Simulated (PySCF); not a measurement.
**Working out the ionisation energy of N**

N [He] 2s2 2p3 (4S) → N⁺ [He] 2s2 2p2 (3P). Calculation: PySCF 2.14, in aug-cc-pCVTZ-DK with one added diffuse shell each of s, p, d, f type (8s7p5d3f, 75 functions); the spin-free X2C one-electron Hamiltonian (Gaussian nucleus). Frozen: nothing. Energies in hartree (1 hartree = 27.21139 eV):

```json
{"part": "UHF", "N (lower)": "-54.430441", "N⁺ (upper)": "-53.920107"}
{"part": "CCSD correlation", "N (lower)": "-0.165822", "N⁺ (upper)": "-0.144587"}
{"part": "(T)", "N (lower)": "-0.002883", "N⁺ (upper)": "-0.001975"}
```

Question: What does Hartree-Fock give?

Answer: (-53.920107) − (-54.430441) = 0.510334 hartree = 13.887 eV.

Question: What do CCSD and CCSD(T) give?

Answer: The CCSD correlation energies differ by 0.021235 hartree = 0.578 eV and the triples by 0.000908 hartree = 0.025 eV, so CCSD gives 14.465 eV and CCSD(T) 14.490 eV.

Measured between the centres of the two terms (NIST): 14.545 eV, so CCSD(T) (valence and next inner shell) is off by -0.055 eV.

What remains against the reference includes basis incompleteness and higher excitations.
